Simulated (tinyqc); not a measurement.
CCD on RHF in the sto-3g basis, frozen core, for LiH, spin multiplicity 1, step by step. One step of it, computed by the program tinyqc.

Task: Iteration 1: building the Fock matrix. J_ij = sum D_kl (ij|kl), K_ij = sum D_kl (ik|jl); F = H + J - 0.5 K; E = tr D H + tr D J / 2 - 0.25 tr D K + E_nn.

D at the start:
```
            1Li 1s     1Li 2s   1Li 2px   1Li 2py    1Li 2pz      2H 1s
1Li 1s    2.075001  -0.223845  0.000000  0.000000   0.005230  -0.019034
1Li 2s   -0.223845   1.018939  0.000000  0.000000  -0.004523   0.096370
1Li 2px   0.000000   0.000000  0.000000  0.000000   0.000000   0.000000
1Li 2py   0.000000   0.000000  0.000000  0.000000   0.000000   0.000000
1Li 2pz   0.005230  -0.004523  0.000000  0.000000   0.003557   0.055862
2H 1s    -0.019034   0.096370  0.000000  0.000000   0.055862   0.907026
```

core Hamiltonian H = T + V (hartree):
```
            1Li 1s     1Li 2s    1Li 2px    1Li 2py    1Li 2pz      2H 1s
1Li 1s   -4.670287  -1.048287   0.000000   0.000000  -0.010277  -0.122944
1Li 2s   -1.048287  -1.354150   0.000000   0.000000  -0.098805  -0.473087
1Li 2px   0.000000   0.000000  -1.101417   0.000000   0.000000   0.000000
1Li 2py   0.000000   0.000000   0.000000  -1.101417   0.000000   0.000000
1Li 2pz  -0.010277  -0.098805   0.000000   0.000000  -1.178305  -0.631099
2H 1s    -0.122944  -0.473087   0.000000   0.000000  -0.631099  -1.258866
```

Two-electron integrals (ij|kl) in chemists' order, unique and non-zero (hartree):
```
(11|11) 1.680395   (21|11) 0.265420   (21|21) 0.049941   (22|11) 0.397727
(22|21) 0.092860   (22|22) 0.290562   (31|31) 0.008981   (32|31) 0.013788
(32|32) 0.064184   (33|11) 0.396640   (33|21) 0.092880   (33|22) 0.290497
(33|33) 0.312946   (41|41) 0.008981   (42|41) 0.013788   (42|42) 0.064184
(43|43) 0.016869   (44|11) 0.396640   (44|21) 0.092880   (44|22) 0.290497
(44|33) 0.279207   (44|44) 0.312946   (51|51) 0.008981   (52|51) 0.013788
(52|52) 0.064184   (53|53) 0.016869   (54|54) 0.016869   (55|11) 0.396640
(55|21) 0.092880   (55|22) 0.290497   (55|33) 0.279207   (55|44) 0.279207
(55|55) 0.312946   (61|11) 0.029010   (61|21) 0.005505   (61|22) 0.010495
(61|33) 0.010371   (61|44) 0.010371   (61|51) 0.000689   (61|52) 0.001344
(61|55) 0.010747   (61|61) 0.000669   (62|11) 0.096507   (62|21) 0.022940
(62|22) 0.079727   (62|33) 0.075214   (62|44) 0.075214   (62|51) 0.003607
(62|52) 0.024820   (62|55) 0.088680   (62|61) 0.003057   (62|62) 0.040836
(63|31) 0.001508   (63|32) 0.007793   (63|53) 0.003478   (63|63) 0.002377
(64|41) 0.001508   (64|42) 0.007793   (64|54) 0.003478   (64|64) 0.002377
(65|11) 0.128482   (65|21) 0.030769   (65|22) 0.110218   (65|33) 0.102629
(65|44) 0.102629   (65|51) 0.005551   (65|52) 0.038228   (65|55) 0.125291
(65|61) 0.004209   (65|62) 0.060930   (65|65) 0.091646   (66|11) 0.264033
(66|21) 0.063606   (66|22) 0.244318   (66|33) 0.223241   (66|44) 0.223241
(66|51) 0.010141   (66|52) 0.090298   (66|55) 0.286365   (66|61) 0.008638
(66|62) 0.162066   (66|65) 0.249264   (66|66) 0.774606
```

nuclear repulsion = 0.79257695 hartree

Give: Coulomb J; exchange K; Fock matrix F; total energy of this density.

Result:

Coulomb J (hartree):
```
         1Li 1s  1Li 2s  1Li 2px  1Li 2py  1Li 2pz  2H 1s
1Li 1s    4.046   0.689    0.000    0.000    0.010  0.077
1Li 2s    0.689   1.330    0.000    0.000    0.090  0.433
1Li 2px   0.000   0.000    1.306    0.000    0.000  0.000
1Li 2py   0.000   0.000    0.000    1.306    0.000  0.000
1Li 2pz   0.010   0.090    0.000    0.000    1.369  0.613
2H 1s     0.077   0.433    0.000    0.000    0.613  1.530
```

exchange K (hartree):
```
         1Li 1s  1Li 2s  1Li 2px  1Li 2py  1Li 2pz  2H 1s
1Li 1s    3.420   0.550    0.000    0.000    0.007  0.071
1Li 2s    0.550   0.413    0.000    0.000    0.074  0.267
1Li 2px   0.000   0.000    0.082    0.000    0.000  0.000
1Li 2py   0.000   0.000    0.000    0.082    0.000  0.000
1Li 2pz   0.007   0.074    0.000    0.000    0.183  0.287
2H 1s     0.071   0.267    0.000    0.000    0.287  0.803
```

Fock matrix F (hartree):
```
         1Li 1s  1Li 2s  1Li 2px  1Li 2py  1Li 2pz   2H 1s
1Li 1s   -2.334  -0.634    0.000    0.000   -0.003  -0.081
1Li 2s   -0.634  -0.231    0.000    0.000   -0.045  -0.173
1Li 2px   0.000   0.000    0.164    0.000    0.000   0.000
1Li 2py   0.000   0.000    0.000    0.164    0.000   0.000
1Li 2pz  -0.003  -0.045    0.000    0.000    0.099  -0.161
2H 1s    -0.081  -0.173    0.000    0.000   -0.161  -0.130
```

total energy of this density = -7.63928 hartree

This density is the starting one; it is not idempotent, so its energy is not variational and may lie below the converged one.
